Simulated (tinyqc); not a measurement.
Geometry optimisation on the UHF/sto-3g surface (energies and gradients from PySCF), for LiH+, spin multiplicity 2, step by step. Computed by tinyqc, a small Python program that keeps every step (integrals from PySCF). Settings: charge = 1, multiplicity = 2, basis = sto-3g, optimiser = bfgs, first Hessian = 0.3, largest step = 0.3, iteration cap = 30. Command: `OMP_NUM_THREADS=1 python tinyqc.py 30205 30206 out.jsonl` (the two numbers bound the seeds that draw the settings). One thread of a shared host (Intel(R) Xeon(R) Processor @ 2.60GHz), about 0.4 s of CPU time with the checks.

## Step 1: energy and gradient

positions at the start (bohr):
```
,x,y,z
1Li,0.00000,0.00000,0.00000
2H,0.00000,0.00000,2.69853
```

Self-consistent energy and analytic gradient at these positions.

energy = -7.6004560 hartree

gradient (hartree/bohr):
```
,x,y,z
1Li,0.0000000,0.0000000,0.0567685
2H,0.0000000,0.0000000,-0.0567685
```

## Step 1: move

Quasi-Newton step p = -H^(-1) g (first H = 0.3 times the unit matrix); steps longer than 0.3 bohr are cut back.

positions after step 1 (bohr):
```
,x,y,z
1Li,0.00000,0.00000,-0.18923
2H,0.00000,0.00000,2.88776
```

## Step 2: energy and gradient

As before.

energy = -7.6153834 hartree

gradient (hartree/bohr):
```
,x,y,z
1Li,0.0000000,0.0000000,0.0251683
2H,0.0000000,0.0000000,-0.0251683
```

## Step 2: move

inverse Hessian in use (bohr^2/hartree):
```
,1,2,3,4,5,6
1,3.33333,0.00000,0.00000,0.00000,0.00000,0.00000
2,0.00000,3.33333,0.00000,0.00000,0.00000,0.00000
3,0.00000,0.00000,4.66077,0.00000,0.00000,-1.32743
4,0.00000,0.00000,0.00000,3.33333,0.00000,0.00000
5,0.00000,0.00000,0.00000,0.00000,3.33333,0.00000
6,0.00000,0.00000,-1.32743,0.00000,0.00000,4.66077
```

Quasi-Newton step p = -H^(-1) g (the inverse Hessian comes from BFGS updates; coordinates in the order x, y, z of each atom); steps longer than 0.3 bohr are cut back.

positions after step 2 (bohr):
```
,x,y,z
1Li,0.00000,0.00000,-0.33994
2H,0.00000,0.00000,3.03847
```

## Step 3: energy and gradient

As before.

energy = -7.6205524 hartree

gradient (hartree/bohr):
```
,x,y,z
1Li,0.0000000,0.0000000,0.0102721
2H,0.0000000,0.0000000,-0.0102721
```

## Step 3: move

inverse Hessian in use (bohr^2/hartree):
```
,1,2,3,4,5,6
1,3.33333,0.00000,0.00000,0.00000,0.00000,0.00000
2,0.00000,3.33333,0.00000,0.00000,0.00000,0.00000
3,0.00000,0.00000,6.72543,0.00000,0.00000,-3.39209
4,0.00000,0.00000,0.00000,3.33333,0.00000,0.00000
5,0.00000,0.00000,0.00000,0.00000,3.33333,0.00000
6,0.00000,0.00000,-3.39209,0.00000,0.00000,6.72543
```

As before.

positions after step 3 (bohr):
```
,x,y,z
1Li,0.00000,0.00000,-0.44387
2H,0.00000,0.00000,3.14240
```

## Convergence

Stop when the largest gradient component is below 3e-5 hartree/bohr. The inverse Hessian follows the BFGS update with s = step, y = change of gradient.

Course of the optimisation:
```
step,E (hartree),largest gradient (hartree/bohr)
1,-7.6004560,5.68e-02
2,-7.6153834,2.52e-02
3,-7.6205524,1.03e-02
4,-7.6219346,3.41e-03
5,-7.6221474,7.85e-04
6,-7.6221608,8.73e-05
7,-7.6221610,2.67e-06
```

Final distances (angstrom):
```
pair,distance
2H-1Li,1.97086
```

Converged in 7 steps.
